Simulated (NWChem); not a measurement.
**Atomisation of CHO**

```xyz
3

C      0.4962    -0.3246     0.0000
O     -0.5599     0.2144     0.0000
H      1.5020     0.2318     0.0000
```
Charge 0, spin multiplicity 2.

The numbers come from NWChem runs, not from measurements. The geometry was optimised at UPBE/def2-SVP, a minimum by its harmonic frequencies.

Basis set: def2-TZVP. The atomisation energy is electronic alone: no zero-point, thermal, spin-orbit or counterpoise terms. No value is extrapolated to the basis-set limit. Free atoms are single determinants with multiplicities C 3, O 3, H 2. Correlated methods freeze the same cores in atoms and molecule, 2 orbitals in all.

B3LYP has NWChem's definition, with VWN1-RPA local correlation. The structure started from a generated list of species. The unpaired electrons of the parent sit in orbitals of symmetry a' (Cs labels of the run); other states weren't searched. No SCF solution was tested for a lower state. Open-shell Hartree-Fock references start from PBE0 orbitals. Coupled-cluster values serve here as a point of comparison, not as the truth.

### Question
For the atomisation energy, B3LYP gives 279.6 kcal/mol and CCSD(T) gives 268.5 kcal/mol. What do BP86, MP2, r2SCAN give?

### Answer
BP86: 295.6 kcal/mol; MP2: 279.2 kcal/mol; r2SCAN: 281.8 kcal/mol.
